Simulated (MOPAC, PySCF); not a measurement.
Stepwise substitution at one centre (Si H-F). Isolated molecules, 0 K electronic values unless said otherwise. Strings in code marks are SMILES.

Quantity: vertical ionisation energy (energy after one electron is removed minus that of the parent at the parent's geometry), in eV.

Level 1: PBE-D3(BJ)/def2-TZVP // B3LYP-D3(BJ)/def2-TZVP (PySCF)
Level 2: B3LYP/6-31G* // B3LYP-D3(BJ)/def2-TZVP (PySCF)
Level 3: minus the HOMO energy of PM6 // B3LYP-D3(BJ)/def2-TZVP (MOPAC)
Level 4: minus the HOMO energy of PM7 // B3LYP-D3(BJ)/def2-TZVP (MOPAC)

```csv
species,level 1,level 2,level 3,level 4
`[SiH4]`,12.14,12.50,11.76,12.47
`F[SiH2]F`,12.16,12.50,11.51,13.22
`F[SiH](F)F`,13.47,13.87,12.75,14.37
```
